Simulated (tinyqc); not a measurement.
Inside a calculation. Method: Pariser-Parr-Pople SCF with singles CI, for the molecule C=CC(=C)[CH2-] (SMILES; centres numbered as the heavy atoms are written). Computed by tinyqc, a small Python program that keeps every step. Settings: charge = -1, gamma = MN, start = huckel, damping = 0, iteration cap = 61, excitations kept = 9. Command: `OMP_NUM_THREADS=1 python tinyqc.py 25183 25184 out.jsonl` (the two numbers bound the seeds that draw the settings). One thread of a shared host (Intel(R) Xeon(R) Processor @ 2.60GHz), about 0.01 s of CPU time with the checks. Later iterations appear only in the table of the cycle.

## PPP integrals

Centres (angstrom, eV; a flat drawing with bonds scaled to 1.40 angstrom):

| centre | x | y | core charge z | W | gamma_rr |
|---|---|---|---|---|---|
| 1C | -1.940000 | 0.000000 | 1 | 11.160000 | 11.130000 |
| 2C | -0.727000 | 0.700000 | 1 | 11.160000 | 11.130000 |
| 3C | 0.485000 | 0.000000 | 1 | 11.160000 | 11.130000 |
| 4C | 0.485000 | -1.400000 | 1 | 11.160000 | 11.130000 |
| 5C | 1.697000 | 0.700000 | 1 | 11.160000 | 11.130000 |

Resonance integrals (eV):

| i | j | beta |
|---|---|---|
| 1 | 2 | -2.390000 |
| 2 | 3 | -2.390000 |
| 3 | 4 | -2.390000 |
| 3 | 5 | -2.390000 |

Mataga-Nishimoto: gamma = 14.399645/(R + a), a = 2 x 14.399645/(gamma_rr + gamma_ss); H_rr = -W_r - sum_(s != r) z_s gamma_rs; H_rs = beta for bonds.

repulsion gamma_rs (eV), lower triangle:
```
           1C         2C         3C         4C         5C
1C  11.130000
2C   5.344569  11.130000
3C   3.872154   5.346287  11.130000
4C   3.517359   3.872515   5.345539  11.130000
5C   2.881359   3.873196   5.346287   3.872515  11.130000
```

core matrix H (eV), lower triangle:
```
            1C          2C          3C          4C          5C
1C  -26.775440
2C   -2.390000  -29.596567
3C    0.000000   -2.390000  -31.070268
4C    0.000000    0.000000   -2.390000  -27.767927
5C    0.000000    0.000000   -2.390000    0.000000  -27.133357
```

## Starting guess

pi electrons, sum of z_r less the charge = 6

Orbitals of the Hueckel matrix of the beta values.

P at the start, lower triangle:
```
           1C        2C        3C         4C        5C
1C   1.000000
2C   0.923880  1.000000
3C   0.000000  0.382683  1.000000
4C  -0.270598  0.000000  0.653281   1.500000
5C  -0.270598  0.000000  0.653281  -0.500000  1.500000
```

## Iteration 1: Fock matrix

F_rr = H_rr + P_rr gamma_rr / 2 + sum_(s != r) P_ss gamma_rs; F_rs = H_rs - P_rs gamma_rs / 2; E = tr P (H + F) / 2 + core repulsion sum_(r<s) z_r z_s gamma_rs.

F (eV), lower triangle:
```
           1C         2C         3C         4C         5C
1C  -2.395641
2C  -4.858869  -1.722145
3C   0.000000  -3.412968  -0.249087
4C   0.475895   0.000000  -4.136071  -0.876243
5C   0.389845   0.000000  -4.136315   0.968129  -0.876243
```

pi energy = -63.286117 eV

## Iteration 1: orbitals and new P

Diagonalise F (the basis is taken as orthonormal) and form P = 2 sum c c over the lowest orbitals.

orbital energies (eV): -8.229024  -5.394109  -1.844260  2.677417  6.670619

P after iteration 1, lower triangle:
```
           1C        2C        3C         4C        5C
1C   1.110675
2C   0.925281  0.946301
3C  -0.065920  0.366724  1.018426
4C  -0.260350  0.064616  0.656401   1.456316
5C  -0.243882  0.048064  0.655719  -0.537547  1.468282
```

## Iteration 2: Fock matrix

As before.

F (eV), lower triangle:
```
           1C         2C         3C         4C         5C
1C  -2.240427
2C  -4.862614  -1.622976
3C   0.127627  -3.370305  -0.408174
4C   0.457872  -0.125114  -4.144408  -0.962343
5C   0.351356  -0.093080  -4.142830   1.040829  -1.012503
```

pi energy = -63.407195 eV

## Iteration 2: orbitals and new P

As before.

orbital energies (eV): -8.194581  -5.400251  -2.029063  2.821617  6.555856

P after iteration 2, lower triangle:
```
           1C        2C        3C         4C        5C
1C   1.116785
2C   0.926341  0.950930
3C  -0.083379  0.361284  1.024551
4C  -0.259749  0.079134  0.658489   1.441475
5C  -0.232018  0.051931  0.654455  -0.545675  1.466259
```

## Convergence

Stop when output and input P, before any damping, agree to 1e-7.

Course of the cycle:

| iteration | E (eV) | largest \|P(out) - P(in)\| |
|---|---|---|
| 1 | -63.28611667 | 1.11e-01 |
| 2 | -63.40719465 | 1.75e-02 |
| 3 | -63.41309623 | 5.22e-03 |
| 4 | -63.41356292 | 2.16e-03 |
| 5 | -63.41362930 | 1.08e-03 |
| 6 | -63.41364680 | 6.03e-04 |
| 7 | -63.41365289 | 3.61e-04 |
| 8 | -63.41365518 | 2.26e-04 |
| 9 | -63.41365605 | 1.41e-04 |
| 10 | -63.41365639 | 8.74e-05 |
| 11 | -63.41365652 | 5.42e-05 |
| ... | ... | ... |
| 15 | -63.41365660 | 8.02e-06 |
| 16 | -63.41365660 | 4.97e-06 |
| 17 | -63.41365660 | 3.09e-06 |
| 18 | -63.41365660 | 1.91e-06 |
| 19 | -63.41365660 | 1.19e-06 |
| 20 | -63.41365660 | 7.37e-07 |
| 21 | -63.41365660 | 4.57e-07 |
| 22 | -63.41365660 | 2.83e-07 |
| 23 | -63.41365660 | 1.76e-07 |
| 24 | -63.41365660 | 1.09e-07 |
| 25 | -63.41365660 | 6.77e-08 |

Converged in 25 iterations.

## Converged orbitals

Charges are z - P_rr.

orbital energies (eV): -8.166315  -5.397955  -2.063055  2.857208  6.549605

coefficients:
```
         MO1        MO2        MO3        MO4        MO5
1C  0.455299   0.593701   0.006736   0.636479   0.187271
2C  0.617233   0.307336  -0.019195  -0.616129  -0.380242
3C  0.530218  -0.481318   0.003460  -0.132016   0.685391
4C  0.253786  -0.408298  -0.698128   0.329141  -0.416135
5C  0.257270  -0.393305   0.715675   0.299194  -0.421207
```

pi charges: 1C -0.119647, 2C 0.048399, 3C -0.025621, 4C -0.436996, 5C -0.466135

## Singles CI, singlets

Over the 6 single excitations with the smallest orbital gaps: A = (e_a - e_i) delta + 2 (ia|jb) - (ij|ab), with (pq|rs) = sum c_mp c_mq gamma_mn c_nr c_ns. f = 2/3 w |mu|^2 in atomic units, mu = sqrt2 sum c_ia sum_m c_mi c_ma R_m.

singlet CI matrix (eV), lower triangle:
```
           3>4        2>4       3>5       1>4        2>5        1>5
3>4   2.012642
2>4  -0.118828   5.271671
3>5  -0.736528   0.097981  5.345274
1>4  -0.060752   0.550553  0.120484  7.725017
2>5  -0.079251   0.042439  0.032222  0.507718   8.415229
1>5  -0.021301  -0.010933  0.043456  0.061516  -0.115908  10.820323
```

singlet excitation energies (eV): 1.853628  5.131735  5.513353  7.550813  8.713855  10.826771

oscillator strengths: 0.042900  0.424625  0.721300  0.214828  0.232447  0.023816

## Singles CI, triplets

Over the 6 single excitations with the smallest orbital gaps: A = (e_a - e_i) delta - (ij|ab), with (pq|rs) = sum c_mp c_mq gamma_mn c_nr c_ns.

triplet CI matrix (eV), lower triangle:
```
           3>4        2>4        3>5        1>4       2>5       1>5
3>4   0.580370
2>4  -0.105200   2.495041
3>5   1.166556   0.008798   2.799373
1>4   0.095771  -1.205665   0.025123   4.829543
2>5   0.008798  -0.114961   0.012174  -1.122033  6.242085
1>5   0.025123  -1.122033  -0.002152  -0.601574  1.051404  8.695485
```

triplet excitation energies (eV): 0.075574  1.723976  3.296523  4.656647  6.494509  9.394666
